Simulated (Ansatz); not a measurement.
Write a Python script for the Python package of Ansatz (0.2.0) that makes vertical and adiabatic energies of changing the electron count of CH5NSi, SMILES C1N[SiH2]1. Settings (for the species named): r2SCAN, 6-31G* basis, multiplicity 1, D3BJ dispersion.

```yaml
atoms:
  - { symbol: C, position_ang: [-0.6555, 0.3270, -0.5947] }
  - { symbol: N, position_ang: [-0.2868, 0.4919, 0.7671] }
  - { symbol: Si, position_ang: [0.5064, -0.8146, 0.0610] }
  - { symbol: H, position_ang: [-1.6154, -0.0224, -0.7887] }
  - { symbol: H, position_ang: [-0.3348, 1.0926, -1.3327] }
  - { symbol: H, position_ang: [0.3731, 1.2786, 0.8986] }
  - { symbol: H, position_ang: [1.9899, -0.4149, 0.1288] }
  - { symbol: H, position_ang: [0.1153, -1.9954, 0.8047] }
```

`run_adiabatic.py`:
```python
import itertools
import warnings

import ansatz
from ase.data import atomic_numbers, covalent_radii
import numpy as np

warnings.simplefilter("ignore", ansatz.DeckWarning)

system = (
    ansatz.Crystal.molecule()
    .atom("C", (-0.6555, 0.327, -0.5947))
    .atom("N", (-0.2868, 0.4919, 0.7671))
    .atom("Si", (0.5064, -0.8146, 0.061))
    .atom("H", (-1.6154, -0.0224, -0.7887))
    .atom("H", (-0.3348, 1.0926, -1.3327))
    .atom("H", (0.3731, 1.2786, 0.8986))
    .atom("H", (1.9899, -0.4149, 0.1288))
    .atom("H", (0.1153, -1.9954, 0.8047))
)

calculation = system.calculation()
calculation = calculation.basis(gaussian="6-31G*")
calculation = calculation.functional("r2SCAN", dispersion="d3bj")
symbols = [site.symbol for site in system.cartesian_sites]
start = np.array([site.position_ang for site in system.cartesian_sites], dtype=float)
summary = calculation.relax(force_tolerance=0.01, max_steps=100).run(threads=1).report
end = np.array(summary["positions_ang"])

minimum = ansatz.Crystal.molecule()
for symbol, place in zip(symbols, end):
    minimum = minimum.atom(symbol, place.tolist())
ion = (
    minimum.calculation()
    .basis(gaussian="6-31G*")
    .functional("r2SCAN", dispersion="d3bj")
    .charge(1)
    .spin("collinear", total=1)
)
vertical = ion.run(threads=1).report
settled = ion.relax(force_tolerance=0.01, max_steps=80).run(threads=1).report
print(f"vertical ionisation energy   {vertical['free_energy_ev'] - summary['free_energy_ev']:.3f} eV")
print(f"adiabatic, no zero point     {settled['free_energy_ev'] - summary['free_energy_ev']:.3f} eV")
print(f"relaxation energy of the ion {vertical['free_energy_ev'] - settled['free_energy_ev']:.3f} eV")
ionised = np.array(settled["positions_ang"])
radius = [covalent_radii[atomic_numbers[s]] for s in symbols]
span = lambda where, i, j: np.linalg.norm(where[i] - where[j])
bonded = [(i, j) for i, j in itertools.combinations(range(len(symbols)), 2) if min(span(end, i, j), span(ionised, i, j)) < 1.2 * (radius[i] + radius[j])]
print("pair        before    after (A)")
for i, j in bonded:
    print(f"{symbols[i]}{i}-{symbols[j]}{j}".ljust(10), f"{span(end, i, j):8.4f} {span(ionised, i, j):8.4f}")
```

`python run_adiabatic.py` gives:
```text
vertical ionisation energy   8.780 eV
adiabatic, no zero point     8.092 eV
relaxation energy of the ion 0.688 eV
pair        before    after (A)
C0-N1        1.5010   1.3958
C0-Si2       1.8457   2.0197
C0-H3        1.0912   1.0972
C0-H4        1.0949   1.0895
N1-Si2       1.7500   1.7700
N1-H5        1.0167   1.0236
Si2-H6       1.4859   1.4687
Si2-H7       1.4807   1.4670
```

Reading the output:
- The energies are electronic: no zero-point or thermal terms, and the basis set is short of its limit. The product may relax into another structure. The relaxation finds the nearest minimum, so the adiabatic value is an upper bound.
- A dispersion term here runs with damping parameters fitted for another variant or functional.
- The script silences the warnings on its input, which a real study should read.
- Timing: 85 s on 1 thread of Arm Neoverse V2, with other jobs on the host, peak memory 0.27 GiB.

(Lines on the test bed's own set-up are left out of the output.)
